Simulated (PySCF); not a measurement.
## CH4OSi

The system: CH4OSi, a silylene (divalent Si1, bonded to 1 O + 1 H); neutral, singlet. The structure, one conformer, was relaxed in the gas phase by PBE0-D3(BJ)/def2-SVP. No frequency run checks that it is a minimum.

The strong deshielding of the divalent centre rests on a low-lying excitation, and density functionals tend to overstate it.

SMILES: CO[SiH]

```xyz
7

Si   -1.319   -1.055    1.159
O    -0.085   -0.983    0.051
C     0.591    0.105   -0.516
H    -1.476    0.484    1.357
H     1.666    0.036   -0.285
H     0.479    0.082   -1.612
H     0.203    1.068   -0.136
```
Atom numbers follow the order of the file, from 1.

Shieldings: GIAO PBE0/pcSseg-2. Shifts are against computed references at the same level: C TMS (σ 184.1 ppm), H TMS (σ 31.24 ppm), Si TMS (σ 341.3 ppm). Core levels by delta-SCF with SCAN, pcX-2 on the ionised atom and pcseg-1 elsewhere, spin-free X2C (2p3/2 is the spin-free 2p value less a third of a first-order spin-orbit splitting); from the vacuum level, for chosen atoms.

Question: Give the shieldings and core levels atom by atom.

Answer: 
```csv
atoms,bonded to,σ (ppm),δ (ppm),core level (eV)
Si1,1 O + 1 H,-33.7,375.0,2p3/2 107.59
O2,1 C + 1 Si,66.4,-,1s 538.49
C3,1 O + 3 H,112.1,72.0,1s 292.52
H4,1 Si,22.71,8.54,-
H5 H6 H7,1 C,26.74,4.51,-
```

Values are those of this one static structure, with the three H of a rotating XH3 group averaged; atoms that internal rotation interchanges would show their mean in an NMR spectrum.

Question: By CAM-B3LYP/def2-SVPD (TDDFT singlets, Tamm-Dancoff triplets, ionisation by delta-SCF), where does absorption start, and what does vertical ionisation take?

Answer: The lowest singlet lies at 3.25 eV (f 0.021), the strongest of the first 6 at 6.52 eV (f 0.157), the lowest triplet at 1.98 eV; vertical ionisation takes 9.04 eV.
